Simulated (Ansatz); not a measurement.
**A reaction path, image by image**

CH₃N₂, doublet, from a complex of NH₃ + CN to a complex of HCN ([CH][N]) + NH₂; PBE0-D4/def2-SVP (Ansatz 0.2.0). Settings:

```yaml
hamiltonian: {xc: pbe0, dispersion: d4}
neb:
  images: 5
  climbing: true
  max_iterations: 40
  initial_path: idpp
```

First end:

```tsv
atom	x (Å)	y (Å)	z (Å)
H1	0.6507	-1.1666	-0.4440
N2	0.1125	-0.6234	0.2153
C3	-0.5243	1.0214	-0.7561
N4	-0.2126	2.1211	-0.5265
H5	0.6761	-0.2377	0.9597
H6	-0.7026	-1.1149	0.5517
```

Second end:

| atom | x (Å) | y (Å) | z (Å) |
| --- | --- | --- | --- |
| H1 | 0.1211 | 0.4602 | -0.5200 |
| N2 | -0.2405 | -0.9061 | 1.0272 |
| C3 | 0.3087 | 1.1653 | -1.3200 |
| N4 | 0.5074 | 1.9121 | -2.1673 |
| H5 | 0.3051 | -1.0434 | 1.8836 |
| H6 | -1.0020 | -1.5882 | 1.0965 |

The ends were relaxed with PBE0-D4 in triple zeta, so they are not quite minima here (largest force components 0.79 and 0.80 eV/Å).

Energies along the converged band: It took 19 iterations. Path lengths are measured after rigid turns and shifts between images are taken out.
```csv
image,path length (Å),energy (eV)
0,0.00,0.000
1,0.75,-0.006
2,1.50,0.176
3 (climbing),2.25,0.333
4,2.96,-0.171
5,3.67,-0.294
6,4.38,-0.328
```
Energies count from the first end.

The images between the ends:
Image 1:
```xyz
6
angstrom
H 0.6424 -1.0053 -0.3665
N 0.0391 -0.5719 0.3281
C -0.5595 1.1577 -0.5081
N 0.0924 1.8798 -1.1636
H 0.5563 -0.3143 1.1650
H -0.7709 -1.1462 0.5451
```

Image 2:
```xyz
6
angstrom
H 0.5621 -1.0203 -0.3013
N 0.0840 -0.9121 0.5854
C -0.1130 1.0794 -0.6665
N -0.1280 1.9915 -1.3941
H 0.5212 -0.2775 1.2432
H -0.9266 -0.8611 0.5335
```

Image 3:
```xyz
6
angstrom
H 0.3418 -0.4933 -0.3264
N 0.0798 -0.9759 0.6261
C 0.1008 0.9010 -0.9508
N -0.0590 1.9396 -1.4532
H 0.4761 -0.4141 1.3849
H -0.9397 -0.9573 0.7196
```

Image 4:
```xyz
6
angstrom
H 0.3625 -0.1053 -0.6845
N 0.0307 -1.0964 0.7819
C 0.2001 0.9007 -1.1178
N -0.0066 1.9692 -1.5063
H 0.4025 -0.5791 1.5931
H -0.9894 -1.0892 0.9338
```

Image 5:
```xyz
6
angstrom
H 0.2791 0.1703 -0.6623
N -0.0285 -1.0487 0.8329
C 0.2054 1.1136 -1.2208
N 0.0916 2.1312 -1.7554
H 0.4062 -0.9189 1.7582
H -0.9541 -1.4476 1.0474
```

The band counts as converged below 0.05 eV/Å. The run took about 3.9 min on 2 CPU threads of an Arm Neoverse N1 (shared host).
